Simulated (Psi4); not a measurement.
# PBE/6-31G(d) (spherical functions) run of C2H3Cl2F (1,1-dichloro-1-fluoroethane)

What is the vertical ionisation energy of C2H3Cl2F (1,1-dichloro-1-fluoroethane) at PBE/6-31G* (spherical functions)? Input form: a Python script.

The results are computed with Psi4 1.11.

15 further runs of the same task are left out: 15 that didn't finish.

## (1) The system as given

C2H3Cl2F has 8 atoms, charge 0, and is taken as a singlet. SMILES: `CC(F)(Cl)Cl`. Geometry: relaxed at PBE0-D4/def2-TZVP.

Bond lengths: C1–C2 1.502 Å, C2–F3 1.348 Å, C2–Cl4 1.776 Å, C2–Cl5 1.776 Å, C1–H6 1.091 Å, C1–H7 1.091 Å, C1–H8 1.088 Å. Some angles: C1–C2–F3 110.1°, C1–C2–Cl4 111.1°, C1–C2–Cl5 111.1°, F3–C2–Cl4 107.6°, F3–C2–Cl5 107.6°, Cl4–C2–Cl5 109.3°, C2–C1–H6 108.9°, C2–C1–H7 108.9°, C2–C1–H8 110.1°, H6–C1–H7 109.8°.

## (2) Energy and gradient at PBE/6-31G(d) (spherical functions)

The input, c2h3cl2f.xyz:

```xyz
8
C2H3Cl2F
C     -0.133500    -0.505900     0.646300
C      0.199400     0.391300    -0.511300
F      1.523600     0.643200    -0.537400
Cl    -0.232400    -0.372700    -2.055900
Cl    -0.641100     1.950200    -0.373000
H      0.163400    -0.011800     1.572000
H      0.414900    -1.442000     0.535900
H     -1.202100    -0.709300     0.667600
```

The input, calc.py:

```python
import psi4

psi4.set_memory('1600 MB')
psi4.set_num_threads(1)
psi4.core.set_output_file('output.dat', False)

with open('c2h3cl2f.xyz') as f:
    atoms = ''.join(f.readlines()[2:])
m = psi4.geometry('0 1\n' + atoms + 'symmetry c1\nno_reorient\nno_com')

psi4.set_options({
    'basis': '6-31G*',
    'puream': True,
    'e_convergence': 1e-09,
    'd_convergence': 1e-08,
    'scf_type': 'pk',
    'dft_radial_points': 99,
    'dft_spherical_points': 590,
})

energy_value, wavefunction = psi4.gradient("pbe", return_wfn=True)
psi4.oeprop(wavefunction, "MAYER_INDICES", "MULLIKEN_CHARGES", "LOWDIN_CHARGES")
print('gradient / Eh bohr^-1')
print(energy_value.np.round(6))
print(f'energy = {wavefunction.energy():.10f} Eh')
```

Run with:

```console
python calc.py
```

output.dat:

```text
[...]
  Running in c1 symmetry.
[...]
  Nuclear repulsion =  300.005224811808034
[...]
  Multiplicity = 1
[...]
  Nalpha       = 29
  Nbeta        = 29
[...]
    Number of basis functions: 84
[...]
   @RKS iter   1: -1097.43636409592546    6.21879e-02   7.49662e-03 DIIS/ADIIS
[...]
   @RKS iter  12: -1097.63611638966427   -6.82121e-13   2.31069e-09 DIIS
[...]
    Orbital Energies [Eh]
    ---------------------
    Doubly Occupied:
       1A   -100.667701     2A   -100.667681     3A    -24.297914
       4A    -10.090668     5A     -9.914504     6A     -9.184411
       7A     -9.184355     8A     -7.010051     9A     -7.010032
      10A     -6.998008    11A     -6.997997    12A     -6.997825
      13A     -6.997818    14A     -1.148179    15A     -0.834147
      16A     -0.763443    17A     -0.695319    18A     -0.568995
      19A     -0.482353    20A     -0.470176    21A     -0.453526
      22A     -0.383679    23A     -0.383259    24A     -0.340144
      25A     -0.339499    26A     -0.300378    27A     -0.285773
      28A     -0.279422    29A     -0.267503
[...]
  @RKS Final Energy: -1097.63611638966427
   => Energetics <=
    Nuclear Repulsion Energy =            300.0052248118080342
    One-Electron Energy =               -2111.6745658961094705
    Two-Electron Energy =                 792.4299519519042860
    DFT Exchange-Correlation Energy =     -78.3967272572672442
    Empirical Dispersion Energy =           0.0000000000000000
    VV10 Nonlocal Energy =                  0.0000000000000000
    Total Energy =                      -1097.6361163896642665
[...]
 Multipole Moments:
 ------------------------------------------------------------------------------------
     Multipole            Electronic (a.u.)      Nuclear  (a.u.)        Total (a.u.)
 ------------------------------------------------------------------------------------
 L = 1.  Multiply by 2.5417464519 to convert [e a0] to [Debye]
 Dipole X            :          2.4852038           -2.5804210           -0.0952173
 Dipole Y            :        -56.6980544           56.2299347           -0.4681197
 Dipole Z            :         81.0166480          -80.3934847            0.6231632
 Magnitude           :                                                    0.7851973
[...]
  -Total Gradient:
     Atom            X                  Y                   Z
    ------   -----------------  -----------------  -----------------
       1        0.001174013739     0.000570280121    -0.000488321792
       2       -0.000426079741     0.002172001801    -0.003083465326
       3       -0.013942541986    -0.002075227568    -0.000517833981
       4        0.003816031879     0.007968651852     0.013962378223
       5        0.007763644150    -0.014432535631    -0.002253104438
       6       -0.001988955466    -0.002698866918    -0.006400021589
       7       -0.003572148988     0.006276806978     0.000106695985
       8        0.007164778812     0.002217715383    -0.001327459706
[...]
  Mulliken Charges: (a.u.)
   Center  Symbol    Alpha    Beta     Spin     Total
       1     C     3.24882  3.24882  0.00000 -0.49765
       2     C     2.95959  2.95959  0.00000  0.08082
       3     F     4.61336  4.61336  0.00000 -0.22673
       4    CL     8.49300  8.49300  0.00000  0.01399
       5    CL     8.49299  8.49299  0.00000  0.01403
       6     H     0.39713  0.39713  0.00000  0.20575
       7     H     0.39713  0.39713  0.00000  0.20575
       8     H     0.39798  0.39798  0.00000  0.20404
   Total alpha = 29.00000, Total beta = 29.00000, Total charge = -0.00000
[...]
```

The script printed:

```text
gradient / Eh bohr^-1
[[ 0.001174  0.00057  -0.000488]
 [-0.000426  0.002172 -0.003083]
 [-0.013943 -0.002075 -0.000518]
 [ 0.003816  0.007969  0.013962]
 [ 0.007764 -0.014433 -0.002253]
 [-0.001989 -0.002699 -0.0064  ]
 [-0.003572  0.006277  0.000107]
 [ 0.007165  0.002218 -0.001327]]
energy = -1097.6361163897 Eh
```

It took 17 s on 1 thread of Intel Xeon 6975P-C (Granite Rapids), shared host; peak memory 0.77 GiB.

## (3) The doublet cation: the energy at UPBE/6-31G(d) (spherical functions)

The input, job.py:

```python
import psi4

psi4.set_memory('1600 MB')
psi4.set_num_threads(1)
psi4.set_output_file('run.log', False)

molecule = psi4.geometry("""
1 2
C     -0.133500    -0.505900     0.646300
C      0.199400     0.391300    -0.511300
F      1.523600     0.643200    -0.537400
Cl    -0.232400    -0.372700    -2.055900
Cl    -0.641100     1.950200    -0.373000
H      0.163400    -0.011800     1.572000
H      0.414900    -1.442000     0.535900
H     -1.202100    -0.709300     0.667600
symmetry c1
""")

options = {'basis': '6-31G*', 'reference': 'uks', 'puream': True, 'e_convergence': 1e-09, 'd_convergence': 1e-08, 'scf_type': 'pk', 'dft_radial_points': 99, 'dft_spherical_points': 590, 'maxiter': 100}
psi4.set_options(options)

result, w = psi4.energy("PBE", return_wfn=True)
psi4.oeprop(w, "LOWDIN_CHARGES", "MAYER_INDICES", "WIBERG_LOWDIN_INDICES", title="PBE")
print(f'total energy {result:.8f} hartree = {result * 27.211386:.5f} eV')
```

Run with:

```console
python job.py
```

run.log:

```text
[...]
  Running in c1 symmetry.
[...]
  Nuclear repulsion =  300.005224811808034
[...]
  Multiplicity = 2
[...]
  Nalpha       = 29
  Nbeta        = 28
[...]
    Number of basis functions: 84
[...]
   @UKS iter   1: -1097.05168515464720    4.46867e-01   7.37276e-03 ADIIS/DIIS
[...]
   @UKS iter  16: -1097.24219816383743   -2.04636e-12   7.41466e-09 DIIS
[...]
   @S^2 Observed:                7.514238156E-01
[...]
    Orbital Energies [Eh]
    ---------------------
    Alpha Occupied:
       1A   -100.959943     2A   -100.959923     3A    -24.523047
       4A    -10.324073     5A    -10.112178     6A     -9.473802
       7A     -9.473747     8A     -7.297865     9A     -7.297835
      10A     -7.295032    11A     -7.295015    12A     -7.283792
      13A     -7.283783    14A     -1.370637    15A     -1.098433
      16A     -1.039270    17A     -0.913398    18A     -0.796784
      19A     -0.718683    20A     -0.712195    21A     -0.667772
      22A     -0.601102    23A     -0.594084    24A     -0.582723
      25A     -0.574089    26A     -0.550875    27A     -0.540039
      28A     -0.534079    29A     -0.532464
    Alpha Virtual:
[...]
  @UKS Final Energy: -1097.24219816383743
   => Energetics <=
    Nuclear Repulsion Energy =            300.0052248118080342
    One-Electron Energy =               -2097.0555002863939080
    Two-Electron Energy =                 777.8347386015398115
    DFT Exchange-Correlation Energy =     -78.0266612907915658
    Empirical Dispersion Energy =           0.0000000000000000
    VV10 Nonlocal Energy =                  0.0000000000000000
    Total Energy =                      -1097.2421981638374291
[...]
 Multipole Moments:
 ------------------------------------------------------------------------------------
     Multipole            Electronic (a.u.)      Nuclear  (a.u.)        Total (a.u.)
 ------------------------------------------------------------------------------------
 L = 1.  Multiply by 2.5417464519 to convert [e a0] to [Debye]
 Dipole X            :          0.6648777           -1.2219839           -0.5571062
 Dipole Y            :          3.6904602           -4.0997213           -0.4092611
 Dipole Z            :         -4.9326673            5.3622794            0.4296121
 Magnitude           :                                                    0.8138971
[...]
```

On the terminal:

```text
total energy -1097.24219816 hartree = -29857.48099 eV
```

Run time: 23 s. Hardware: 1 thread of Intel Xeon 6975P-C (Granite Rapids), shared host; peak memory 0.77 GiB.

## (4) Summary of results

Level: PBE/6-31G* (spherical functions).

| quantity | value |
| --- | --- |
| singlet C2H3Cl2F: total energy | -1097.63612 Eh |
| singlet C2H3Cl2F: dipole moment | 2.00 D |
| singlet C2H3Cl2F: HOMO energy | -7.28 eV |
| singlet C2H3Cl2F: LUMO energy | -1.13 eV |
| singlet C2H3Cl2F: HOMO–LUMO gap | 6.15 eV |
| singlet C2H3Cl2F: largest force on an atom | 0.851 eV/Å |
| doublet cation: total energy | -1097.24220 Eh |
| doublet cation: HOMO energy (highest over α and β) | -14.30 eV |
| doublet cation: LUMO energy (lowest over α and β) | -14.11 eV |
| doublet cation: ⟨S²⟩ | 0.751 |
| vertical ionisation energy (to the doublet cation) | 10.719 eV |

**Reading.** Removing an electron at fixed nuclei costs 10.72 eV (247 kcal/mol). The largest force (singlet C2H3Cl2F) is 0.85 eV/Å: the shape isn't a stationary point for this species at this level. The negative HOMO energy of the first species, 7.28 eV, lies 3.44 eV below that difference. Mulliken charges (singlet C2H3Cl2F) run from -0.50 on C1 to +0.21 on H6.
